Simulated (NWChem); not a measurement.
System: SiCl₄; SMILES Cl[Si](Cl)(Cl)Cl

Here is an NWChem input.

```
start job
memory heap 200 mb stack 900 mb global 1100 mb
geometry units angstroms noautoz
  Cl    -1.151842    -1.418480    -0.897201
  Si     0.000000     0.000001     0.000005
  Cl    -1.197766     1.420677     0.831169
  Cl     1.134120    -0.865588     1.452012
  Cl     1.215487     0.863390    -1.385982
end
basis spherical
  * library def2-tzvpd
end
dft
  xc slater vwn_5
  iterations 150
  semidirect filesize 400000000
  mulliken
end
task dft energy
```

Excerpt of the output:

```
             Northwest Computational Chemistry Package (NWChem) 7.3.0
             --------------------------------------------------------

 C1  symmetry detected

                             Geometry "geometry" -> ""
                             -------------------------

 Output coordinates in angstroms (scale by  1.889725989 to convert to a.u.)

  No.       Tag          Charge          X              Y              Z
 ---- ---------------- ---------- -------------- -------------- --------------
    1 Cl                  17.0000    -1.45994511     0.19424775    -1.40521295
    2 Si                  14.0000     0.00000392     0.00000253     0.00000040
    3 Cl                  17.0000     1.73631696    -0.56605574    -0.89921722
    4 Cl                  17.0000     0.27452647     1.78243486     0.94412389
    5 Cl                  17.0000    -0.55090155    -1.41062895     1.36030594

 Effective nuclear repulsion energy (a.u.)     523.5155388445

                                 NWChem DFT Module
                                 -----------------

 Summary of "ao basis" -> "ao basis" (spherical)
 ------------------------------------------------------------------------------
       Tag                 Description            Shells   Functions and Types
 ---------------- ------------------------------  ------  ---------------------
 Cl                        def2-tzvpd               16       46   6s6p3d1f
 Si                        def2-tzvpd               15       43   6s5p3d1f

            General Information
            -------------------
          SCF calculation type: DFT
          Wavefunction type:  closed shell.
          No. of atoms     :     5
          No. of electrons :    82
           Alpha electrons :    41
            Beta electrons :    41
          Charge           :     0
          Spin multiplicity:     1
          Use of symmetry is: off; symmetry adaption is: off
          Maximum number of iterations: 150
          AO basis - number of functions:   227
                     number of shells:    79
          Convergence on energy requested:  1.00D-06
          Convergence on density requested:  1.00D-05
          Convergence on gradient requested:  5.00D-04

              XC Information
              --------------
                        Slater Exchange Functional  1.000 local
                      VWN V Correlation Functional  1.000 local

             Grid Information
             ----------------
          Grid used for XC integration:  medium
          Radial quadrature: Mura-Knowles
          Angular quadrature: Lebedev.
          Tag              B.-S. Rad. Rad. Pts. Rad. Cut. Ang. Pts.
          ---              ---------- --------- --------- ---------
          Cl                  1.00       88          14.0       590
          Si                  1.10       88          12.0       590
          Grid pruning is: on
          Number of quadrature shells:   440
          Spatial weights used:  Erf1

      Superposition of Atomic Density Guess
      -------------------------------------

 Sum of atomic energies:       -2126.74705472

      Non-variational initial energy
      ------------------------------

 Total energy =   -2127.987755
 1-e energy   =   -3985.486713
 2-e energy   =    1333.983419
 HOMO         =      -0.429154
 LUMO         =       0.006355

------------------------------------------------------------
EAF file 0: "./job.aoints.0" size=1445462016 bytes
------------------------------------------------------------
               write      read    awrite     aread      wait
               -----      ----    ------     -----      ----
     calls:     2757         0         0         0         0
   data(b): 1.45e+09  0.00e+00  0.00e+00  0.00e+00
   time(s): 0.00e+00  0.00e+00  0.00e+00  0.00e+00  0.00e+00
rate(mb/s): 0.00e+00  0.00e+00
------------------------------------------------------------

     ---------------------------------------------
      Total Density - Mulliken Population Analysis
     ---------------------------------------------

    Atom       Charge   Shell Charges
 -----------   ------   -------------------------------------------------------
    1 Cl  17    17.46   2.01  0.45  1.52  1.10  0.87  0.05  4.19  1.69  1.10  2.94  1.50  0.03  0.00  0.02  0.01  0.00
    2 Si  14    12.14   2.00  0.58  1.39  0.71  0.14  0.03  4.09  1.74  0.41  0.80 -0.26  0.16  0.30 -0.04  0.08
    3 Cl  17    17.46   2.01  0.45  1.52  1.10  0.87  0.05  4.19  1.69  1.10  2.94  1.50  0.03  0.00  0.02  0.01  0.00
    4 Cl  17    17.46   2.01  0.45  1.52  1.10  0.87  0.05  4.19  1.69  1.10  2.94  1.50  0.03  0.00  0.02  0.01  0.00
    5 Cl  17    17.46   2.01  0.45  1.52  1.10  0.87  0.05  4.19  1.69  1.10  2.94  1.50  0.03  0.00  0.02  0.01  0.00

   convergence    iter        energy       DeltaE   RMS-Dens  Diis-err
 ---------------- ----- ----------------- --------- --------- ---------
 d= 0,ls=0.0,diis     1  -2123.3625385645 -2.65D+03  7.11D-03  4.65D+00
 d= 0,ls=0.0,diis     2  -2123.0854722245  2.77D-01  7.49D-03  3.43D+00
 d= 0,ls=0.0,diis     3  -2123.2532900763 -1.68D-01  3.11D-03  1.92D+00
 d= 0,ls=0.0,diis     4  -2123.5158751910 -2.63D-01  2.89D-04  8.83D-03
 d= 0,ls=0.0,diis     5  -2123.5168121109 -9.37D-04  9.34D-05  1.20D-03
  Resetting Diis
 d= 0,ls=0.0,diis     6  -2123.5169300631 -1.18D-04  2.62D-05  6.94D-05
 d= 0,ls=0.0,diis     7  -2123.5169390480 -8.98D-06  8.36D-06  2.42D-06
 d= 0,ls=0.0,diis     8  -2123.5169390298  1.82D-08  4.31D-06  2.24D-06

         Total DFT energy =    -2123.516939029772
      One electron energy =    -3986.340848597065
           Coulomb energy =     1466.199968903800
    Exchange-Corr. energy =     -126.891598181046
 Nuclear repulsion energy =      523.515538844538

 Numeric. integr. density =       82.000000349911

                       DFT Final Molecular Orbital Analysis
                       ------------------------------------

 Vector   39  Occ=2.000000D+00  E=-3.051609D-01
              MO Center=  4.2D-01,  2.7D-01, -4.1D-02, r^2= 5.0D+00
   Bfn.  Coefficient  Atom+Function         Bfn.  Coefficient  Atom+Function
  ----- ------------  ---------------      ----- ------------  ---------------
   151      0.307080  4 Cl px               106     -0.245889  3 Cl py
   154      0.196653  4 Cl px               105     -0.165503  3 Cl px
   107     -0.164784  3 Cl pz               109     -0.157466  3 Cl py
    18      0.154558  1 Cl pz               148      0.149668  4 Cl px
   199      0.142591  5 Cl pz               198      0.139062  5 Cl py

 Vector   40  Occ=2.000000D+00  E=-3.051608D-01
              MO Center= -4.4D-02,  6.0D-02,  8.2D-02, r^2= 5.3D+00
   Bfn.  Coefficient  Atom+Function         Bfn.  Coefficient  Atom+Function
  ----- ------------  ---------------      ----- ------------  ---------------
   153      0.251154  4 Cl pz                17      0.217346  1 Cl py
   107     -0.214708  3 Cl pz               198     -0.205928  5 Cl py
   199     -0.174078  5 Cl pz               156      0.160837  4 Cl pz
   152     -0.144416  4 Cl py                20      0.139189  1 Cl py
    18      0.137630  1 Cl pz               110     -0.137498  3 Cl pz

 Vector   41  Occ=2.000000D+00  E=-3.051604D-01
              MO Center= -3.7D-01, -3.3D-01, -4.1D-02, r^2= 5.0D+00
   Bfn.  Coefficient  Atom+Function         Bfn.  Coefficient  Atom+Function
  ----- ------------  ---------------      ----- ------------  ---------------
   197      0.317210  5 Cl px                17     -0.251916  1 Cl py
   200      0.203141  5 Cl px               106      0.177474  3 Cl py
    16     -0.167509  1 Cl px                20     -0.161327  1 Cl py
   194      0.154606  5 Cl px               107     -0.149646  3 Cl pz
    18      0.139215  1 Cl pz               151     -0.130051  4 Cl px

 Vector   42  Occ=0.000000D+00  E=-8.155864D-02
              MO Center=  1.0D-05,  6.9D-06,  2.4D-06, r^2= 5.8D+00
   Bfn.  Coefficient  Atom+Function         Bfn.  Coefficient  Atom+Function
  ----- ------------  ---------------      ----- ------------  ---------------
    50      0.757966  2 Si s                 51      0.652855  2 Si s
    52      0.595422  2 Si s                 49     -0.359986  2 Si s
   155      0.213029  4 Cl py               108      0.207515  3 Cl px
   152      0.193077  4 Cl py                 5     -0.190131  1 Cl s
    94     -0.190132  3 Cl s                140     -0.190136  4 Cl s

 Vector   43  Occ=0.000000D+00  E=-3.462699D-02
              MO Center=  4.6D-02,  2.8D-02,  7.9D-04, r^2= 5.2D+00
   Bfn.  Coefficient  Atom+Function         Bfn.  Coefficient  Atom+Function
  ----- ------------  ---------------      ----- ------------  ---------------
    64      0.463918  2 Si pz                67      0.213227  2 Si pz
    61      0.162776  2 Si pz                16      0.152364  1 Cl px
     4      0.149853  1 Cl s                 19      0.150101  1 Cl px
   185     -0.150487  5 Cl s                 77      0.144064  2 Si d  2
    55     -0.143189  2 Si pz                 6     -0.139859  1 Cl s

 Vector   44  Occ=0.000000D+00  E=-3.462571D-02
              MO Center= -5.5D-03,  7.3D-03,  1.3D-02, r^2= 5.2D+00
   Bfn.  Coefficient  Atom+Function         Bfn.  Coefficient  Atom+Function
  ----- ------------  ---------------      ----- ------------  ---------------
    62      0.433204  2 Si px                63      0.199634  2 Si py
    65      0.199098  2 Si px                59      0.151999  2 Si px
    74     -0.149656  2 Si d -1             154     -0.136612  4 Cl px
    53     -0.133709  2 Si px                79     -0.130026  2 Si d -1
    21      0.129217  1 Cl pz                93     -0.129502  3 Cl s

[...]
```

Level: LDA (Slater exchange, VWN5)/def2-TZVPD. Geometry: optimised at PBE0/def2-SVP.
